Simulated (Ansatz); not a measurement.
C4H6O can be A, `C1=COCC1`, or B, `C=COC=C`.

Gas-phase electronic energies from Ansatz, PBE0-D4/def2-TZVP geometries. CCSD(T)/CBS is the MP2 limit (def2-TZVPP, def2-QZVPP) plus CCSD(T) − MP2 in def2-TZVPP, frozen cores. Functionals use def2-TZVPP. B3LYP here is the variant with VWN-RPA as its local correlation; programs differ in this. Each species was taken in one conformer, which may not be the lowest.

**Question.** Which isomer does CCSD(T)/CBS put lower? Give the gap. (An estimate is asked.)

**Answer.** The calculation gave: A, by 70.8 kJ/mol.

**Question.** Give E(B) − E(A) in kJ/mol with B2PLYP, CCSD(T)/def2-SVP, CCSD/def2-TZVPP, r2SCAN-D4, ωB97M-V, CCSD(T)/def2-TZVPP, B3LYP-D4. (Best estimate.)

**Answer.** Computed: B2PLYP 61.7, CCSD(T)/def2-SVP 71.7, CCSD/def2-TZVPP 71.9, r2SCAN-D4 68.5, ωB97M-V 71.1, CCSD(T)/def2-TZVPP 70.8, B3LYP-D4 55.6. None reverses the order clearly.

**Question.** Does the order hold for the free energy at 298.15 K (harmonic terms from PBE0-D4)? (An estimate is asked.)

**Answer.** The calculation gave: Yes: G(B) − G(A) = +58.8 kJ/mol, for one conformer each.

Largest T1 diagnostic: 0.013.

Leaving LDA and LC-ωPBE aside and taking each functional with its dispersion term where it has one, the values, not all of them listed here, spread over 43.4 kJ/mol, from BLYP-D4 to PBE-QIDH. LDA lies +19.1 kJ/mol from PBE without D4. From PBE to PBE0 (25 % exact exchange), in def2-TZVPP and without D4, E(B) − E(A) moves by +12.3 kJ/mol.
